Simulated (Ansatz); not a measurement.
`CC1=C(O)N1` → `[CH2]` (triplet) + `OC1=CN1` at 400 K and 1 bar (formal loss of a carbene).

Isolated molecules relaxed with PBE0-D4/def2-TZVP in Ansatz; ΔE leaves out vibrations. CBS: MP2 limit from def2 TZ/QZ plus the TZ coupled-cluster correction, frozen cores. This one scheme is used for every species. Triplets are unrestricted, without spin–orbit coupling. Each species was taken in one conformer, which may not be the lowest.

```csv
species,CCSD(T)/CBS energy (Eh),H − E (kJ/mol),S (J/(mol·K))
`CC1=C(O)N1`,-246.90912,232.5,344.6
`[CH2]` (triplet),-39.09499,59.0,205.7
`OC1=CN1`,-207.63901,151.1,299.3
```

H − E and S are ideal-gas, rigid-rotor, harmonic terms from PBE0-D4/def2-TZVP, for one conformer and one mirror image of each species, with the whole ground term of open shells counted as degenerate. 1 Eh = 2625.50 kJ/mol, R = 8.31446 J/(mol·K).

Question: By hand: ΔE, ΔH, ΔS and ΔG.

Answer: ΔE = (-39.09499) + (-207.63901) − (-246.90912) = 0.17512 Eh = 459.8 kJ/mol. Δ(H − E) = 59.0 + 151.1 − 232.5 = -22.4, so ΔH = 437.4 kJ/mol. ΔS = 205.7 + 299.3 − 344.6 = 160.4 J/(mol·K). ΔG = 437.4 − 400 × (160.4)/1000 = 373.2 kJ/mol.

Question: By hand: the equilibrium constant, and the temperature at which ΔG would vanish if ΔH and ΔS stayed fixed.

Answer: log₁₀ K = −ΔG/(RT ln 10) = -48.7. ΔG = 0 at ΔH/ΔS = 2727 K, far beyond where these terms or the molecules hold.

The number of gas molecules changes by +1, which sets the sign of ΔS. A doubt of 5 kJ/mol in ΔE shifts log₁₀ K by 0.7 here. Other conformers and mirror images would add mixing entropy, several J/(mol·K) or more a flexible species. A triplet takes part, so the spin changes. These are equilibria of isolated gas molecules and say nothing of rates. Largest T1 diagnostic: 0.014 (customary marks: 0.02 for closed shells, 0.045 for open ones).
